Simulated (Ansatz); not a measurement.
System: rhombohedral A7 As. Method: PBE-D4 in Ansatz (plane waves, PAW).

Settings: plane-wave cutoff 520 eV, 18×18×18 k mesh, Fermi–Dirac smearing 0.05 eV, scalar-relativistic PAW data made under PBE.

Cell (relaxed at this level):

```cif
data_As6
_chemical_formula_sum 'As6'
_space_group_name_H-M_alt 'R-3m :H'
_space_group_IT_number 166
_space_group_name_Hall '-R 3 2"'
_cell_length_a 3.78332
_cell_length_b 3.78332
_cell_length_c 10.12225
_cell_angle_alpha 90.000
_cell_angle_beta 90.000
_cell_angle_gamma 120.000
loop_
_atom_site_label
_atom_site_type_symbol
_atom_site_symmetry_multiplicity
_atom_site_Wyckoff_symbol
_atom_site_fract_x
_atom_site_fract_y
_atom_site_fract_z
_atom_site_occupancy
As1 As 6 c 0.00000 0.00000 0.23022 1
```
(The calculation used a cell of 2 atoms; values per cell refer to that cell.)

Task: Estimate the bulk modulus B0 and pressure derivative B′ of the bulk modulus that the calculation returns.

Result: 
- bulk modulus B0 = 49.2 GPa
- pressure derivative B′ of the bulk modulus = 7.2

The run finds no gap.

Measured, for comparison: bulk modulus 40.8 GPa (copied from a table, unchecked, extrapolated to 0 K and zero-point effects removed; as tabulated in Lejaeghere et al. (2013), arXiv:1204.2733). Computed (rounded) less measured: bulk modulus not scored (unchecked).

Note: the bulk modulus comes from volumes at which shape and atoms were relaxed.

Static lattice: no zero-point or thermal effects.

Ansatz is a quantum-chemistry and plane-wave program.
